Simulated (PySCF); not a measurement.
These 4 structures share the formula C3H4F2. The calculation used PySCF 2.14.0, PBE0-D3(BJ)/def2-SVP geometry optimisation, gas phase. One conformer each; no zero-point energy, no entropy. No frequencies were run at this level. Point groups hold within 0.08 Å.

Problem. Rank from lowest to highest electronic energy at this level (kcal/mol).
A. `[F:1]/[CH:2]=[CH:3]\[CH2:4][F:5]` with C2–C3–C4–F5 128°
B. `FC1(F)CC1`
C. `[CH2:1]=[CH:2][CH:3]([F:4])[F:5]` with C1–C2–C3–F4 7°
D. `F[C@@H]1C[C@H]1F`

Solution. C (0.0), B (2.9), A (7.6), D (11.8).

As drawn, the lowest has two fluorines on one carbon and a C=C bond outside aromatic rings, which the highest lacks; the highest has a three-membered ring, which the lowest lacks.

| SMILES | E (Eh) | E rel (kcal/mol) | dipole (D) | point group | A, B, C (MHz) |
| --- | --- | --- | --- | --- | --- |
| C=CC(F)F | -315.81608 | 0.0 | 1.99 | C1 | 8981, 4216, 3125 |
| FC1(F)CC1 | -315.81140 | 2.9 | 1.99 | C2v | 7255, 5604, 4264 |
| F/C=C\CF | -315.80397 | 7.6 | 1.83 | C1 | 14105, 2629, 2386 |
| F[C@@H]1C[C@H]1F | -315.79731 | 11.8 | 1.03 | C2 | 11617, 3583, 3088 |
